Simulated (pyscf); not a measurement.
HO–P=PH -> P≡P + water (H₂O), an elimination (singlet surface; O–P, H–P broken, H–O formed). PySCF, gas phase, ωB97X-D3(BJ)/def2-SVP geometries. Correlated levels are frozen-core, on RHF or UHF. ΔMP2 is the change of the MP2 total energy from the triple- to the quadruple-zeta basis. Energies in kJ/mol from the reactant's lowest minimum found.

Small-basis levels: PySCF, no dispersion term, spherical d functions. AM1 to PM7: differences of heats of formation from MOPAC. 

| level | barrier | reaction energy |
|---|---|---|
| HF/3-21G | 160.0 | -11.9 |
| B3LYP/LANL2DZ | 125.6 | -21.5 |
| M06-2X/6-31G* | 164.4 | +38.3 |
| PBE/def2-SVP | 133.1 | +51.9 |
| B3LYP/def2-SVP | 155.8 | +33.4 |
| PM6 | 176.2 | +34.6 |
| PM7 | 128.5 | -19.8 |
| CCSD(T)/def2-TZVPP + ΔMP2(QZVPP) | 165.4 | +16.0 |

Against the last row the barrier runs from -39.8 (B3LYP/LANL2DZ) to +10.8 kJ/mol (PM6). CCSD(T)/def2-TZVPP + ΔMP2(QZVPP) has limits of its own. This is the saddle that the search found; another between the same sides may lie lower. The CCSD(T) − MP2 part came from Ansatz, without density fitting, on the same reference.
